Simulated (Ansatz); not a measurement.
Born–Oppenheimer molecular dynamics of CH$_{6}$Si (8 atoms, charge 0, multiplicity 1). It starts from a relaxed structure.

Level of theory: Ansatz 0.2.0, RKS PBE0/def2-SVP.

| Item | Value |
| --- | --- |
| ensemble | NVT, Langevin thermostat |
| time step | 0.5 fs |
| steps asked | 300 |
| set temperature | 100 K |
| friction | 0.05 /fs |
| seed | 549931 |

First frame:

```xyz
8
Properties=species:S:1:pos:R:3
Si 0.000 0.000 0.003
C 0.000 0.000 1.883
H -1.024 -0.105 2.274
H 0.603 -0.834 2.274
H 0.421 0.939 2.274
H 1.392 0.150 -0.525
H -0.825 1.130 -0.526
H -0.566 -1.280 -0.525
```

Task: What does the run give?

Result: The run went to its last step.

```
steps done                                               : 300
time covered                                             : 150 fs
mean temperature over the second half                    : 94 K
spread of the potential energy over the second half      : 2.5 meV per atom
mean potential energy of the second half above the start : 8.7 meV per atom
```

A run of 0.15 ps of so small a system gives no equilibrium averages.

Task: What happens to the structure?

Result: The same pairs are bonded in the first frame and the last. Pairs count as bonded within 1.25 times the sum of covalent radii (0.12 Å more for H–H). This is one draw of velocities; another would differ in detail.

Task: How do temperature and energy run in time?

Result: 
| time (fs) | T (K) | potential energy less start (eV) |
| --- | --- | --- |
| 0 | 88 | 0.000 |
| 5 | 35 | 0.042 |
| 10 | 56 | 0.060 |
| 15 | 71 | 0.058 |
| 20 | 64 | 0.060 |
| 25 | 64 | 0.052 |
| 30 | 78 | 0.046 |
| 35 | 81 | 0.050 |
| 40 | 81 | 0.059 |
| 45 | 74 | 0.053 |
| 50 | 72 | 0.079 |
| 55 | 76 | 0.084 |
| 60 | 88 | 0.077 |
| 65 | 101 | 0.063 |
| 70 | 110 | 0.064 |
| 75 | 79 | 0.057 |
| 80 | 96 | 0.056 |
| 85 | 89 | 0.056 |
| 90 | 85 | 0.068 |
| 95 | 107 | 0.051 |
| 100 | 48 | 0.057 |
| 105 | 77 | 0.069 |
| 110 | 107 | 0.044 |
| 115 | 86 | 0.074 |
| 120 | 87 | 0.076 |
| 125 | 68 | 0.091 |
| 130 | 97 | 0.070 |
| 135 | 138 | 0.069 |
| 140 | 113 | 0.076 |
| 145 | 113 | 0.086 |
| 150 | 97 | 0.107 |

Time of the run: 6.8 min on 1 thread of Arm Neoverse V1 (shared host), peak memory 0.1 GiB.
